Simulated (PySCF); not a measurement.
# Stretching AlP

Set-up: PySCF, no relativity, basis sets Al def2-TZVP, P def2-TZVP. Energies in eV from Al + P in their ground configurations at the same level. State: ³Π (triplet), unpaired electrons σ ↑, π ↑.

```json
{"R (Å)": "1.905", "PBE0": "-1.428"}
{"R (Å)": "1.994", "PBE0": "-1.934"}
{"R (Å)": "2.082", "PBE0": "-2.205"}
{"R (Å)": "2.148", "PBE0": "-2.297"}
{"R (Å)": "2.215", "PBE0": "-2.320"}
{"R (Å)": "2.281", "PBE0": "-2.292"}
{"R (Å)": "2.370", "PBE0": "-2.197"}
{"R (Å)": "2.481", "PBE0": "-2.021"}
{"R (Å)": "2.614", "PBE0": "-1.766"}
{"R (Å)": "2.791", "PBE0": "-1.405"}
```

Question: Put a parabola through the three lowest points of the PBE0 curve and estimate Re, k and ωe (reduced mass 14.42 u; 1 eV/Å² = 0.16022 mdyn/Å; ωe = 1302.8·√(k/μ) cm⁻¹).

Answer: Through R = 2.148, 2.215, 2.281 Å the second-order coefficient is 5.77 eV/Å², so Re ≈ 2.211 Å, k ≈ 1.85 mdyn/Å and ωe ≈ 467 cm⁻¹. A polynomial fit of higher order to the unrounded PBE0 energies gives Re = 2.208 Å, k = 1.92 mdyn/Å, ωe = 476 cm⁻¹; anharmonicity and rounding make the difference.

The higher-order fit for each curve: PBE0: Re = 2.208 Å, ωe = 476 cm⁻¹, De = 2.32 eV.

The state is the lowest determinant that a PBE0 search found; another state may lie lower at other levels.
